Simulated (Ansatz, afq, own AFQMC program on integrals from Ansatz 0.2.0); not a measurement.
**CH₂⁺, doublet in cc-pVDZ, levels against full CI**

```json
{"atom": "C", "x (Å)": "0.0000", "y (Å)": "0.0000", "z (Å)": "0.0000"}
{"atom": "H", "x (Å)": "0.0000", "y (Å)": "0.0000", "z (Å)": "-1.6698"}
{"atom": "H", "x (Å)": "0.0000", "y (Å)": "0.0000", "z (Å)": "1.6698"}
```

Basis cc-pVDZ. Only valence electrons are correlated. Ansatz 0.2.0 and our own AFQMC program on the same integrals; the CISD trial comes from CCSD amplitudes, and released means the phaseless constraint is let go. ± is one standard error of the sampling.

Determinant: UHF, the one that the program's search chose, which needn't be the lowest solution. The geometry is a point of a scan.

Full CI on the same integrals is exact in this basis and with this determinant's frozen core.

Cautions: an unrestricted solution with more broken spin lies lower (26 meV, ⟨S²⟩ 1.00); unrestricted determinant slightly spin contaminated (⟨S²⟩ 0.82 against 0.75); the released energies are still falling, so no released level is given (meV from the phaseless value at times in 1/Eh: -5.8 ± 2.4 at 0.24, -7.3 ± 1.8 at 0.51, -9.1 ± 1.7 at 0.99, -11.4 ± 1.6 at 1.62, -13.4 ± 1.4 at 2.40); the ph-AFQMC/HF walk drifts between its halves (2.0 errors).

The T1 diagnostic is 0.0337 and the weight of the determinant in the CISD state is 0.895. The ⟨S²⟩ of the determinant is 0.821 and the size of the correlated space is 5 electrons in 23 orbitals.

Reference: full CI, correlation energy -3.410 eV.

```tsv
level	E − E(reference) (kJ/mol)	share of correlation (%)
HF	329.0	0.00
MP2	96.9	70.56
CCSD	11.3	96.58
CCSD(T)	3.2	99.03
CCSDT	0.4	99.87
CCSDT(Q)	0.1	99.97
CCSDTQ	0.0	100.00
ph-AFQMC/HF	6.4 ± 2.7	98.06
ph-AFQMC/CISD	1.6 ± 0.2	99.51
```

CCSDT and higher add their correlation energy to the determinant of the CCSD(T) run, since their own runs factorise the integrals more tightly (a shift of under 2 meV). A walk keeps the symmetry of its determinant, which the program's search chose and which needn't be the lowest solution, so a lower state of the same spin and another symmetry isn't excluded.
